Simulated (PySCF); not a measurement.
# Core-level binding energies of ethyl cyanide

Species: ethyl cyanide, C3H5N.
Numbering: `[CH3:1][CH2:2][C:3]#[N:4]`

Method used: delta-SCF UKS SCAN, pcX-2 on the ionised atom, pcseg-1 elsewhere, spin-free X2C in PySCF. Vertical ΔSCF values, vacuum level as zero.

Question: Give the core binding energies atom by atom.

Answer: 
```
atom(s)              bonded to  level  binding energy (eV)  above the level's lowest (eV)  count
     C1              C and 3 H   C 1s               291.56                           0.00      1
     C2            2 C and 2 H   C 1s               292.54                          +0.98      1
     C3  N (triple bond) and C   C 1s               292.38                          +0.82      1
     N4        C (triple bond)   N 1s               405.14                           0.00      1
```

Lowest listed C 1s: C1, bonded to C and 3 H. Highest, 0.98 eV above it: C2, bonded to 2 C and 2 H.

Question: Which effective nuclear charge Zeff reproduces each element's mean 1s value in the hydrogen-like formula E = 13.606 eV × Zeff²?

Answer: C (Z = 6): mean 292.2 eV, Zeff = 4.63, Z − Zeff = 1.37; N (Z = 7): mean 405.1 eV, Zeff = 5.46, Z − Zeff = 1.54. Means run over the listed sites, weighted by atom count.

Isolated species at its PBE0-D3(BJ)/def2-SVP geometry, gas phase.
